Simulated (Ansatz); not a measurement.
A made-up structure of Si$_{2}$H$_{3}$S, doublet:

| atom | x (Å) | y (Å) | z (Å) |
| --- | --- | --- | --- |
| Si1 | -1.1439 | -0.9227 | -0.0396 |
| Si2 | -1.1154 | 1.2081 | -0.3415 |
| S3 | 0.6944 | 0.3002 | 0.4012 |
| H4 | -1.3367 | -1.6643 | -1.3263 |
| H5 | 1.7684 | 0.4326 | -0.4225 |
| H6 | 1.0089 | 0.6069 | 1.6883 |

It is relaxed with PBE-D4/def2-SVP and then PBE0-D4/def2-TZVP (Ansatz 0.2.0). Atoms count as bonded within 1.22 times the sum of their covalent radii (H–H: 0.88 Å). The end point is not checked to be a true minimum.

Problem. Does its bonding change? (A judgement: the text doesn't fix the answer.)

Solution. The calculation gives: Yes. Formed: none; broken: Si1–S3.

Where it ends: The first stage lowers the energy by 1.87 eV in 19 steps. It ends as Si₂H₃S ([SiH][Si][SH2]):
```xyz
6
angstrom
Si -1.2581 -1.3846 -0.6138
Si -0.7236 0.7417 -0.6110
S 1.1218 0.2242 0.7413
H -2.5025 -1.6392 -1.4300
H 2.1549 0.8656 0.1500
H 1.0832 1.1532 1.7231
```

Labels in which every atom is bracketed show which atoms are joined, not bond orders.

For scale, one of the runs: PBE0-D4/def2-TZVP relaxation, 129 basis functions, launched by `ansatz run in.yaml --threads 2 --pin off --events-out ev --progress --plain --max-ram 4352MiB`. The run took about 28 s on 2 CPU threads of an Arm Neoverse V2 (shared host).
